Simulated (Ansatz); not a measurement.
Input file:

```yaml
crystal:
  periodic: [false, false, false]
  atoms:
    - {symbol: O, position_ang: [0.000000, 0.000000, 0.609421]}
    - {symbol: C, position_ang: [0.000000, 0.000000, -0.610694]}
    - {symbol: H, position_ang: [0.000000, 0.934390, -1.198244]}
    - {symbol: H, position_ang: [0.000000, -0.934390, -1.198244]}
basis:
  gaussian: {orbitals: "6-31G*"}
correlation: {method: fic_mrcisd_q, electrons: outside_noble_gas, active_space: {window: {electrons: 12, orbitals: 10}, shells: [{species: C, l: s, shell: 2}, {species: C, l: p, shell: 2}, {species: H, l: s, shell: 1}, {species: O, l: s, shell: 2}, {species: O, l: p, shell: 2}]}}
```

```sh
$ ansatz run in.yaml --threads 1 --pin off --events-out ev --progress --plain --max-ram 3328MiB --backend cpu
```

Output:

```
592 factors; integrals over basis functions are off by at most 1.8e-7 eV
mean field evaluation 1: about -3096.1879 eV, gradient 3.3e1 eV
mean field evaluation 2: about -3096.1906 eV, gradient 3.3e1 eV
mean field evaluation 4: about -3098.3605 eV, gradient 2.2e0 eV
mean field evaluation 8: about -3098.3896 eV, gradient 8.2e-2 eV
mean field -3098.38959486 eV, -113.8637174473 hartree, gradient 2.8e-6 eV, S^2 0.000000; 0 other end points of the search recorded, 0 dependent functions left out
reference -3098.38959486 eV, -113.8637174473 hartree; 8, 8 occupied and 26, 26 virtual orbitals, 592 factors
state -3102.06987482 eV, -113.9989652411 hartree
contracted CI cycle   1: correlation 0.00000000 eV, 0.0000000000 hartree, residual 2.36e1 eV
contracted CI cycle   2: correlation -4.80032074 eV, -0.1764085335 hartree, residual 4.28e0 eV
contracted CI cycle   3: correlation -4.96302300 eV, -0.1823877311 hartree, residual 8.41e-1 eV
contracted CI cycle   4: correlation -4.97024201 eV, -0.1826530250 hartree, residual 2.12e-1 eV
contracted CI cycle   5: correlation -4.97067473 eV, -0.1826689269 hartree, residual 5.39e-2 eV
contracted CI cycle   6: correlation -4.97070173 eV, -0.1826699193 hartree, residual 1.37e-2 eV
contracted CI cycle   7: correlation -4.97070346 eV, -0.1826699830 hartree, residual 3.12e-3 eV
contracted CI cycle   8: correlation -4.97070355 eV, -0.1826699863 hartree, residual 6.81e-4 eV
state -3102.06987482 eV, -113.9989652411 hartree; corrected -3107.29220708 eV, -114.1908824119 hartree
Total energy: -3107.29220708 eV, -114.1908824119 hartree
Checks for a lower state left out: starts, orbital_swaps
```

For the same geometry and basis RCCSDTQ lies 29.7 meV lower.

Ran on 1 thread of AMD EPYC 7R13, shared host: 8 s wall, 0.56 GiB peak host memory.
